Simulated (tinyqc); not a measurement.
Inside a calculation. Method: LCCD on RHF in the sto-3g basis, for H3O+, spin multiplicity 1. One step of it, computed by the program tinyqc.

Problem. LCCD: starting amplitudes. t_ij^ab = <ij||ab> / (e_i + e_j - e_a - e_b), whose energy is MP2.

orbital energies (hartree): MO1 -20.794739, MO2 -1.689144, MO3 -1.025715, MO4 -1.025469, MO5 -0.852182, MO6 0.013733, MO7 0.233010, MO8 0.233517

Two-electron integrals over orbitals (pq|rs), unique and non-zero (hartree):
```
(11|11) 4.744816    (21|11) -0.431738   (21|21) 0.061966    (22|11) 1.025111
(22|21) -0.016145   (22|22) 0.717577    (31|31) 0.013626    (32|31) 0.020686
(32|32) 0.135591    (33|11) 0.845966    (33|21) -0.006473   (33|22) 0.645091
(33|33) 0.647051    (41|11) -0.000061   (41|21) 0.000007    (41|22) -0.000008
(41|33) -0.002343   (41|41) 0.013628    (42|11) 0.000012    (42|21) -4.26e-06
(42|22) -0.000041   (42|33) -0.034612   (42|41) 0.020686    (42|42) 0.135547
(43|31) -0.002340   (43|32) -0.034610   (43|43) 0.041716    (44|11) 0.845958
(44|21) -0.006475   (44|22) 0.645044    (44|33) 0.563548    (44|41) 0.002347
(44|42) 0.034652    (44|44) 0.647033    (51|11) -0.023767   (51|21) 0.002818
(51|22) -0.002658   (51|33) -0.000772   (51|41) 8.06e-07    (51|42) 2.69e-07
(51|44) -0.000772   (51|51) 0.026079    (52|11) 0.013717    (52|21) -0.001458
(52|22) -0.002953   (52|33) 0.001231    (52|41) 1.89e-07    (52|42) 1.01e-06
(52|44) 0.001231    (52|51) 0.033411    (52|52) 0.152361    (53|31) 0.000715
(53|32) 0.000375    (53|43) 0.001426    (53|53) 0.032043    (54|11) 0.000014
(54|21) -5.01e-07   (54|22) 0.000006    (54|33) 0.001431    (54|41) 0.000716
(54|42) 0.000375    (54|44) -0.001422   (54|51) 4.63e-06    (54|52) 0.000016
(54|54) 0.032042    (55|11) 1.113741    (55|21) -0.012100   (55|22) 0.756529
(55|33) 0.648554    (55|41) -1.59e-06   (55|42) 4.73e-06    (55|44) 0.648535
(55|51) 0.002870    (55|52) 0.019994    (55|54) 0.000011    (55|55) 0.879294
(61|11) -0.281565   (61|21) 0.040778    (61|22) -0.010582   (61|33) -0.004349
(61|41) 0.000019    (61|42) 0.000019    (61|44) -0.004345   (61|51) 0.000174
(61|52) -0.003035   (61|54) 1.76e-07    (61|55) -0.007764   (61|61) 0.026959
(62|11) 0.319943    (62|21) -0.010589   (62|22) 0.133602    (62|33) 0.091820
(62|41) 0.000013    (62|42) 0.000069    (62|44) 0.091833    (62|51) -0.003060
(62|52) -0.006280   (62|54) 4.86e-06    (62|55) 0.166251    (62|61) -0.006623
(62|62) 0.069274    (63|31) 0.006203    (63|32) -0.014538   (63|43) 0.028407
(63|53) 0.001973    (63|63) 0.058300    (64|11) 0.000426    (64|21) -0.000009
(64|22) 0.000219    (64|33) 0.028569    (64|41) 0.006204    (64|42) -0.014548
(64|44) -0.028266   (64|51) -8.49e-08   (64|52) 0.000008    (64|54) 0.001977
(64|55) 0.000239    (64|61) 8.31e-07    (64|62) 0.000114    (64|64) 0.058386
(65|11) -0.030651   (65|21) -0.000123   (65|22) -0.018493   (65|33) -0.010183
(65|41) 1.45e-06    (65|42) 0.000009    (65|44) -0.010176   (65|51) 0.018743
(65|52) 0.069397    (65|54) 0.000032    (65|55) -0.014755   (65|61) -0.001283
(65|62) -0.012577   (65|64) -0.000014   (65|65) 0.037812    (66|11) 0.609449
(66|21) -0.007130   (66|22) 0.489192    (66|33) 0.479728    (66|41) 0.000021
(66|42) 0.000170    (66|44) 0.479863    (66|51) -0.003622   (66|52) -0.013090
(66|54) -0.000007   (66|55) 0.489715    (66|61) -0.004343   (66|62) 0.032101
(66|64) -0.000046   (66|65) -0.009242   (66|66) 0.443520    (71|11) -0.000307
(71|21) 0.000047    (71|22) -4.90e-06   (71|33) 0.002296    (71|41) -0.015570
(71|42) -0.022445   (71|44) -0.002311   (71|51) 8.39e-07    (71|52) -2.31e-06
(71|54) -0.000824   (71|55) -0.000008   (71|61) 0.000014    (71|62) -0.000023
(71|64) -0.006756   (71|65) -2.27e-06   (71|66) -0.000030   (71|71) 0.017818
(72|11) 0.000375    (72|21) -0.000010   (72|22) 0.000163    (72|33) -0.009575
(72|41) -0.015239   (72|42) -0.054807   (72|44) 0.009764    (72|51) -2.46e-06
(72|52) -1.84e-06   (72|54) -0.003690   (72|55) 0.000188    (72|61) -0.000023
(72|62) 0.000035    (72|64) -0.036276   (72|65) -0.000014   (72|66) 0.000015
(72|71) 0.016666    (72|72) 0.055581    (73|31) -0.002578   (73|32) -0.037179
(73|43) 0.005886    (73|53) 0.001556    (73|63) 0.028263    (73|73) 0.033742
(74|11) -0.374825   (74|21) 0.007106    (74|22) -0.173833   (74|33) -0.133288
(74|41) 0.002590    (74|42) 0.037140    (74|44) -0.121576   (74|51) -0.000090
(74|52) -0.007749   (74|54) -0.001558   (74|55) -0.198325   (74|61) 0.004602
(74|62) -0.085276   (74|64) -0.028354   (74|65) 0.007833    (74|66) -0.035751
(74|71) -0.003071   (74|72) -0.000374   (74|74) 0.149244    (75|11) -0.000014
(75|21) -2.56e-07   (75|22) -0.000007   (75|33) 0.002812    (75|41) -0.001248
(75|42) -0.008022   (75|44) -0.002824   (75|51) 0.000020    (75|52) 0.000076
(75|54) -0.023270   (75|55) -2.55e-06   (75|61) -2.81e-06   (75|62) -0.000013
(75|64) 0.003812    (75|65) 0.000020    (75|66) -0.000019   (75|71) 0.001410
(75|72) 0.002497    (75|74) -0.003119   (75|75) 0.020986    (76|11) -0.000087
(76|21) 9.96e-07    (76|22) -2.18e-06   (76|33) 0.045869    (76|41) -0.012533
(76|42) -0.099867   (76|44) -0.045970   (76|51) -2.89e-06   (76|52) -0.000012
(76|54) 0.003700    (76|55) -0.000034   (76|61) -0.000013   (76|62) -0.000050
(76|64) 0.057400    (76|65) -0.000012   (76|66) -0.000225   (76|71) 0.013976
(76|72) 0.007844    (76|74) -0.051574   (76|75) 0.007128    (76|76) 0.127215
(77|11) 0.781124    (77|21) -0.008067   (77|22) 0.571774    (77|33) 0.509714
(77|41) 0.000452    (77|42) 0.029745    (77|44) 0.584961    (77|51) -0.000523
(77|52) 0.001168    (77|54) -0.002560   (77|55) 0.575291    (77|61) -0.005071
(77|62) 0.067893    (77|64) -0.044101   (77|65) -0.006380   (77|66) 0.467734
(77|71) -0.000461   (77|72) 0.019627    (77|74) -0.071652   (77|75) -0.003251
(77|76) -0.061576   (77|77) 0.568183    (81|31) 0.015574    (81|32) 0.022452
(81|43) -0.002298   (81|53) 0.000824    (81|63) 0.006758    (81|73) -0.003065
(81|81) 0.017828    (82|31) 0.015238    (82|32) 0.054785    (82|43) 0.009683
(82|53) 0.003690    (82|63) 0.036279    (82|73) -0.000207   (82|81) 0.016671
(82|82) 0.055584    (83|11) 0.374841    (83|21) -0.007108   (83|22) 0.173796
(83|33) 0.121563    (83|41) 0.002583    (83|42) 0.037154    (83|44) 0.133315
(83|51) 0.000090    (83|52) 0.007749    (83|54) -0.001549   (83|55) 0.198315
(83|61) -0.004598   (83|62) 0.085291    (83|64) -0.028124   (83|65) -0.007825
(83|66) 0.035925    (83|71) -0.003076   (83|72) -0.000152   (83|74) -0.083740
(83|75) -0.003127   (83|76) -0.051664   (83|77) 0.106260    (83|83) 0.149268
(84|31) 0.002587    (84|32) 0.037167    (84|43) -0.005854   (84|53) -0.001552
(84|63) -0.028198   (84|73) -0.031887   (84|81) 0.003075    (84|82) 0.000250
(84|84) 0.033684    (85|31) 0.001249    (85|32) 0.008024    (85|43) -0.002813
(85|53) 0.023271    (85|63) -0.003807   (85|73) -0.003127   (85|81) 0.001410
(85|82) 0.002497    (85|84) 0.003124    (85|85) 0.020991    (86|31) 0.012534
(86|32) 0.099857    (86|43) -0.045813   (86|53) -0.003694   (86|63) -0.057259
(86|73) -0.051663   (86|81) 0.013982    (86|82) 0.007865    (86|84) 0.051604
(86|85) 0.007122    (86|86) 0.127013    (87|31) 0.000491    (87|32) 0.030037
(87|43) -0.037731   (87|53) -0.002569   (87|63) -0.044318   (87|73) -0.017484
(87|81) 0.000498    (87|82) -0.019521   (87|84) 0.017433    (87|85) 0.003267
(87|86) 0.061782    (87|87) 0.048464    (88|11) 0.781313    (88|21) -0.008071
(88|22) 0.571877    (88|33) 0.585101    (88|41) -0.000478   (88|42) -0.029920
(88|44) 0.509667    (88|51) -0.000523   (88|52) 0.001171    (88|54) 0.002571
(88|55) 0.575383    (88|61) -0.005075   (88|62) 0.067932    (88|64) 0.044400
(88|65) -0.006391   (88|66) 0.467550    (88|71) 0.000477    (88|72) -0.019453
(88|74) -0.106359   (88|75) 0.003258    (88|76) 0.061724    (88|77) 0.471796
(88|83) 0.071596    (88|88) 0.568465
```

Give: Starting amplitudes; correlation energy.

Solution.

Starting amplitudes (spin orbitals 1a, 1b, ...; amplitudes related by a flip of all spins are not repeated; the 24 largest):

| from | to | t |
|---|---|---|
| 4a 4b | 7a 7b | -0.0593 |
| 3a 3b | 8a 8b | -0.0593 |
| 3a 4b | 7b 8a | -0.0333 |
| 2a 4b | 6a 7b | 0.0288 |
| 2a 3b | 6a 8b | -0.0288 |
| 4a 4b | 6a 6b | -0.0281 |
| 3a 3b | 6a 6b | -0.0280 |
| 5a 5b | 6a 6b | -0.0218 |
| 3a 4a | 7a 8a | -0.0206 |
| 2a 2b | 6a 6b | -0.0203 |
| 2a 3a | 6a 8a | -0.0165 |
| 2a 4a | 6a 7a | 0.0165 |
| 2a 2b | 7a 7b | -0.0145 |
| 2a 2b | 8a 8b | -0.0145 |
| 3a 3b | 7a 7b | -0.0134 |
| 4a 4b | 8a 8b | -0.0134 |
| 3a 4b | 7a 8b | 0.0127 |
| 4a 4b | 6a 7b | 0.0123 |
| 3a 3b | 6a 7b | -0.0123 |
| 3a 4b | 6a 8b | 0.0123 |
| 2a 4b | 6b 7a | -0.0122 |
| 2a 3b | 6b 8a | 0.0122 |
| 3a 4b | 6b 8a | -0.0122 |
| 5a 5b | 7a 7b | -0.0097 |

correlation energy = -0.052717 hartree
